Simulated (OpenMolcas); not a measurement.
**triplet BH2F at 6 levels**

We compute a comparison of 6 runs (UHF/STO-3G, U-r2SCAN/STO-3G, UB3LYP/STO-3G, UM06-2X/STO-3G, UPBE0/STO-3G, ROCCSD(T)/STO-3G) of triplet BH2F. 

The calculation is run with OpenMolcas 26.06.

**1. The molecule**

BH2F has 4 atoms, charge 0, and is taken as a triplet. As SMILES of the parent species, `[H]B([H])F`. Geometry: relaxed at GFN2-xTB. That shape belongs to the parent species and isn't relaxed for this state.

Bond lengths: B1–F4 1.306 Å, B1–H2 1.171 Å, B1–H3 1.171 Å. Angles: H2–B1–F4 117.3°, H3–B1–F4 117.3°, H2–B1–H3 125.4°.

**2. A single-point energy at UHF/STO-3G (run 1)**

File input.xyz:

```xyz
4

B      0.029990     0.049200     0.000600
H      1.198420    -0.033970     0.015630
H     -0.578270     1.050180    -0.019450
F     -0.650140    -1.065400     0.003230
```

File run.input:

```
&GATEWAY
 BasLib=$CurrDir
 Coord=input.xyz
 Basis=STO-3G
 Group=NoSym

&SEWARD

&SCF
 UHF
 Spin=3
 Thresholds=1e-10 1e-07 1e-07 1e-05
 PrOrbitals=1 1
```

The basis set STO-3G is read from a file made from the Basis Set Exchange's data (not shown).

On the command line:

```bash
$ export MOLCAS_MEM=1860
$ pymolcas run.input > run.log
```

The log of the run:

```text
--- Start Module: gateway ---
[...]
--- Stop Module: gateway /rc=_RC_ALL_IS_WELL_ ---
--- Start Module: seward ---
[...]
      Basis functions           12
--- Stop Module: seward /rc=_RC_ALL_IS_WELL_ ---
--- Start Module: scf ---
[...]
       Convergence after  20 Iterations
[...]
::    Total SCF energy                               -123.3677195487
[...]
      Total spin, S                                     1.0013546066
[...]
      Total electronic charge=   16.000000
      Total            charge=   -0.000000
[...]
      Dipole Moment (debye):
      Origin of the operator (angstrom)=   -0.3559   -0.5832    0.0020
                   X= -1.1140E+00               Y= -1.8257E+00               Z=  2.7765E-03           Total=  2.1388E+00
      Quadrupole Moment (debye*angstrom):
[...]
--- Stop Module: scf /rc=_RC_ALL_IS_WELL_ ---
[...]
```

Wall time 1.7 s (1 thread of Arm Neoverse V2, shared host); peak memory 0.37 GiB.

**3. A single-point energy at U-r2SCAN/STO-3G (run 2)**

input.xyz is that of step 2.

File run.inp:

```
* BFH2 Kohn-Sham DFT

&GATEWAY
 BasLib=$CurrDir
 Coord=input.xyz
 Basis=STO-3G
 Group=NoSym

&SEWARD
 GridInput
 Grid=UltraFine
 End of Grid

&SCF
 UHF
 Spin=3
 KSDFT=2
 1.0 MGGA_X_R2SCAN
 1.0 MGGA_C_R2SCAN
 Thresholds=1e-10 1e-07 1e-07 1e-05
 PrOrbitals=1 1
```

The basis set STO-3G is read from a file made from the Basis Set Exchange's data (not shown).

On the command line:

```bash
$ export MOLCAS_MEM=1860
$ pymolcas run.inp > run.log
```

The log of the run:

```text
--- Start Module: gateway ---
[...]
--- Stop Module: gateway /rc=_RC_ALL_IS_WELL_ ---
--- Start Module: seward ---
[...]
      Basis functions           12
--- Stop Module: seward /rc=_RC_ALL_IS_WELL_ ---
--- Start Module: scf ---
[...]
       Convergence after  16 Iterations
[...]
::    Total KS-DFT energy                            -123.9021019414
[...]
      Total spin, S                                     1.0004298354
[...]
      Total electronic charge=   16.000000
      Total            charge=   -0.000000
[...]
      Dipole Moment (debye):
      Origin of the operator (angstrom)=   -0.3559   -0.5832    0.0020
                   X= -3.7802E-01               Y= -6.1967E-01               Z= -7.6917E-04           Total=  7.2587E-01
      Quadrupole Moment (debye*angstrom):
[...]
--- Stop Module: scf /rc=_RC_ALL_IS_WELL_ ---
[...]
```

Wall time 6.6 s (1 thread of Arm Neoverse V2, shared host); peak memory 0.37 GiB.

Runs 3 to 5 aren't shown in full; the table further down has their settings and results.

**4. The energy at ROCCSD(T)/STO-3G (run 6)**

input.xyz is that of step 3.

File run.inp:

```
&gateway
baslib=$CurrDir
coord=input.xyz
basis=STO-3G
group=NoSym
&seward
&scf
uhf
spin=3
thresholds=1e-10 1e-07 1e-07 1e-05
prorbitals=1 1
&rasscf
fileorb=$Project.UnaOrb
spin=3
nactel=2 0 0
inactive=7
ras2=2
outorbitals=Canonical
orblisting=Nothing
&motra
jobiph
frozen=2
&ccsdt
cct
triples=3
iterations=80
accuracy=1e-08
extrapolation=5 4
```

The basis set STO-3G is read from a file made from the Basis Set Exchange's data (not shown).

On the command line:

```bash
$ export MOLCAS_MEM=1860
$ pymolcas run.inp > run.log
```

The log of the run:

```text
--- Start Module: gateway ---
[...]
--- Stop Module: gateway /rc=_RC_ALL_IS_WELL_ ---
[...]
      Basis functions           12
[...]
       Convergence after  20 Iterations
[...]
::    Total SCF energy                               -123.3677195487
[...]
      Total spin, S                                     1.0013546066
[...]
      Number of active orbitals                  2
[...]
      Spin quantum number                      1.0
[...]
      Active orbitals                            2
[...]
      Number of CSFs                             1
[...]
      Number of root(s) required                 1
[...]
      Convergence after  9 iterations
[...]
      printout of CI-coefficients larger than  0.05 for root  1
      energy=    -123.365618
      conf/sym  11     Coeff  Weight
             1  uu   1.00000 1.00000
      Natural orbitals and occupation numbers for root  1
      sym 1:   1.000000   1.000000
      ************************************************************************************************************************
      *                                                    Final results                                                     *
[...]
::    RASSCF root number  1 Total energy:   -123.36561798
[...]
      Total electronic charge=   16.000000
      Total            charge=   -0.000000
[...]
      Dipole Moment (debye):
      Origin of the operator (angstrom)=   -0.3559   -0.5832    0.0020
                   X= -1.1220E+00               Y= -1.8388E+00               Z=  2.7937E-03           Total=  2.1541E+00
      Quadrupole Moment (debye*angstrom):
[...]
--- Start Module: motra ---
[...]
      *** WARNING: Default frozen orbitals is overwritten by user input.
      *** Default values:   2
[...]
--- Stop Module: motra /rc=_RC_ALL_IS_WELL_ ---
--- Start Module: ccsdt ---
[...]
      Convergence after                    18  Iterations
      Total energy (diff) :    -123.43896898       0.00000001
[...]
 METHOD                       : CCSD+T(CCSD)+<T3(1)WT1>+<T3(1)UT2> = CCSD(T)
[...]
       CCSD     =      -123.4389689843906
[...]
--- Stop Module: ccsdt /rc=_RC_ALL_IS_WELL_ ---
[...]
```

Run time: 2.4 s. Hardware: 1 thread of Arm Neoverse V2, shared host; peak memory 0.37 GiB.

**5. Overview of the runs**

```tsv
run	level	integration grid	frozen core orbitals	energy (Eh)	dipole moment (D)	HOMO energy (eV)	⟨S²⟩	wall time
1	UHF/STO-3G	–	–	-123.367720	2.14	-4.33	2.004	1.7 s
2	U-r2SCAN/STO-3G	UltraFine	–	-123.902102	0.73	0.70	2.001	6.6 s
3	UB3LYP/STO-3G	UltraFine	–	-123.938790	0.79	-0.07	2.001	5.4 s
4	UM06-2X/STO-3G	UltraFine	–	-123.925311	0.73	-1.49	2.002	6.6 s
5	UPBE0/STO-3G	UltraFine	–	-123.820560	0.77	-0.36	2.001	5.1 s
6	ROCCSD(T)/STO-3G	–	2	-123.440276	–	–	–	2.4 s
```

**6. Outcome**

```
             quantity          value
  run 6: total energy  -123.44028 Eh
run 6: (T) correction      -1.31 mEh
```

What this shows: Over runs 1, 2, 3, 4, 5 the dipole moment (its size) runs from 0.73 D (U-r2SCAN/STO-3G) to 2.14 D (UHF/STO-3G). Totals of different functionals can't be ranked against each other. In runs 1, 2, 3, 4, 5, 6 the basis is minimal, so the values are rough. All runs together took 28 s, the longest 6.6 s.
